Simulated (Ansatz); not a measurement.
Ansatz (a quantum-chemistry and plane-wave program) input (B3LYP/STO-3G):

Ansatz 0.2 input:
```yaml
crystal:
  periodic: [false, false, false]
  atoms:
    - {symbol: C, position_ang: [0.02216329, 1.27259407, -0.25454176]}
    - {symbol: O, position_ang: [0.03476913, 0.00145880, 0.52664644]}
    - {symbol: C, position_ang: [0.00976330, -1.27429895, -0.24666827]}
    - {symbol: H, position_ang: [0.07084685, 2.06943035, 0.48062170]}
    - {symbol: H, position_ang: [0.91860218, 1.24270488, -0.86432977]}
    - {symbol: H, position_ang: [-0.88570640, 1.30663167, -0.85134996]}
    - {symbol: H, position_ang: [0.05070786, -2.06701103, 0.49340913]}
    - {symbol: H, position_ang: [-0.89841275, -1.30318417, -0.84328195]}
    - {symbol: H, position_ang: [0.90643236, -1.25691049, -0.85660244]}
    - {symbol: H, position_ang: [-0.63218269, 0.00689771, 1.23562197]}
basis:
  gaussian:
    orbitals: STO-3G
hamiltonian:
  xc: {name: B3LYP}
total_charge: 1
output: {forces: true}
```

Output:

```
WARN ansatz: RAYON_NUM_THREADS=1 ignored (pool sized by the plan → 1); use --threads N
Functional definition: B3LYP
integrals: 0.01 GiB planned
310 factors; integrals over basis functions are off by at most 3.3e-5 eV
mean field: 0.07 GiB planned
mean field evaluation 1: about -4174.2719 eV, gradient 1.1e1 eV
mean field evaluation 2: about -4174.4015 eV, gradient 1.0e1 eV
mean field evaluation 4: about -4174.6777 eV, gradient 3.4e-1 eV
mean field evaluation 8: about -4174.6303 eV, gradient 1.7e-4 eV
mean field -4174.63028923 eV, -153.4148334631 hartree, gradient 3.7e-5 eV, S^2 0.000000; 0 other end points of the search recorded, 0 dependent functions left out
the calculation of the forces begins
reference -4174.63047524 eV, -153.4148402990 hartree; 13, 13 occupied and 9, 9 virtual orbitals, 310 factors
Total energy: -4174.63047524 eV, -153.4148402990 hartree
Atom 0 at     0.022163     1.272594    -0.254542 Å, force    -0.045178    -0.399692     0.194103 eV/Å
Atom 1 at     0.034769     0.001459     0.526646 Å, force     1.997697    -0.012998    -1.058532 eV/Å
Atom 2 at     0.009763    -1.274299    -0.246668 Å, force    -0.041278     0.401305     0.191626 eV/Å
Atom 3 at     0.070847     2.069430     0.480622 Å, force     0.016525     0.786736     0.625273 eV/Å
Atom 4 at     0.918602     1.242705    -0.864330 Å, force     0.789109     0.061002    -0.634103 eV/Å
Atom 5 at    -0.885706     1.306632    -0.851350 Å, force    -0.810614     0.145045    -0.598126 eV/Å
Atom 6 at     0.050708    -2.067011     0.493409 Å, force     0.008882    -0.782978     0.630126 eV/Å
Atom 7 at    -0.898413    -1.303184    -0.843282 Å, force    -0.812006    -0.140840    -0.597242 eV/Å
Atom 8 at     0.906432    -1.256910    -0.856602 Å, force     0.788459    -0.072602    -0.633690 eV/Å
Atom 9 at    -0.632183     0.006898     1.235622 Å, force    -1.891596     0.015023     1.880566 eV/Å
Dipole moment:    -0.262192     0.001770     0.159764 e Å
```

The dipole moment of an ion depends on the origin.
